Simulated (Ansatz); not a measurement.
Relaxation of BFH₅Si (8 atoms, charge 0, multiplicity 2), to a largest force component of 0.03 eV/Å in at most 50 steps.

Computed with UKS PBE0/6-31G* in Ansatz 0.2.0.

```xyz
8
Properties=species:S:1:pos:R:3
B 0.000 0.359 -0.552
F -0.001 -0.013 1.937
H 1.072 -0.160 -0.653
H -1.072 -0.159 -0.654
Si 0.000 -0.006 3.543
H -0.759 -1.190 4.022
H 1.404 -0.074 4.019
H -0.646 1.243 4.019
```

Task: Where does it end, and by what steps?

Result: The run converged. After 25 steps the energy has fallen by 1.429 eV; F2 moved furthest, 2.09 Å. Parted: F2–Si5 (1.61 → 2.98 Å). Joined: B1–F2 (2.52 → 1.35 Å), B1–Si5 (4.11 → 2.23 Å).

| step | energy less start (eV) | largest force component (eV/Å) | accepted |
| --- | --- | --- | --- |
| 0 | 0.0000 | 0.585 | yes |
| 1 | -0.0146 | 0.417 | yes |
| 2 | -0.0342 | 0.136 | yes |
| 3 | -0.0357 | 0.130 | yes |
| 4 | -0.0427 | 0.062 | yes |
| 5 | -0.0603 | 0.164 | yes |
| 6 | -0.0751 | 0.241 | yes |
| 7 | -0.1056 | 0.396 | yes |
| 8 | -0.1379 | 0.614 | yes |
| 9 | -0.1839 | 0.664 | yes |
| 10 | -0.2738 | 0.989 | yes |
| 11 | -0.4115 | 1.071 | yes |
| 12 | -0.6457 | 0.507 | yes |
| 13 | -0.7826 | 1.515 | yes |
| 14 | -1.0114 | 1.170 | yes |
| 15 | -1.1956 | 0.905 | yes |
| 16 | -1.2876 | 0.578 | yes |
| 17 | -1.3159 | 0.668 | yes |
| 18 | -1.3691 | 0.450 | yes |
| 19 | -1.4120 | 0.220 | yes |
| 20 | -1.3971 | 0.757 | no |
| 21 | -1.4252 | 0.041 | yes |
| 22 | -1.4260 | 0.203 | yes |
| 23 | -1.4280 | 0.031 | yes |
| 24 | -1.4286 | 0.032 | yes |
| 25 | -1.4286 | 0.022 | yes |

```xyz
8
Properties=species:S:1:pos:R:3
B -0.072 -0.271 0.772
F 0.229 -1.571 0.560
H 0.821 0.538 0.603
H -1.242 0.047 0.735
Si 0.052 0.224 2.937
H -0.938 -0.598 3.682
H 1.435 -0.038 3.414
H -0.284 1.669 2.979
```

Whether the end is a true minimum wasn't checked by a vibrational analysis.

Run time: 66 s on 1 thread of Arm Neoverse V2 (shared host), peak memory 0.14 GiB.
